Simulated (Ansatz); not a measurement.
A calculation with Ansatz (development build ahead of 0.2.0).

```yaml
crystal:
  periodic: [false, false, false]
  atoms:
    - { symbol: "N", position_ang: [0.0, 0.0, 0.0] }
    - { symbol: H, position_ang: [0.59448, 0.59448, 0.59448] }
    - { symbol: H, position_ang: [0.59448, -0.59448, -0.59448] }
    - { symbol: H, position_ang: [-0.59448, 0.59448, -0.59448] }
    - { symbol: H, position_ang: [-0.59448, -0.59448, 0.59448] }
basis:
  gaussian: { orbitals: cc-pVDZ }
total_charge: 1
hamiltonian:
  xc: hf
correlation:
  method: mp2
  frozen_orbitals: { H: 0, "N": 1 }
```

The input is written out in the form of the current development build from the run's settings.

Output:

```yaml
Converged: yes
Reference_energy: -56.54457 hartree
Correlation_energy: -0.18612 hartree
Total_energy: -56.73068 hartree
Spin_squared_of_the_determinant: 0.000
```
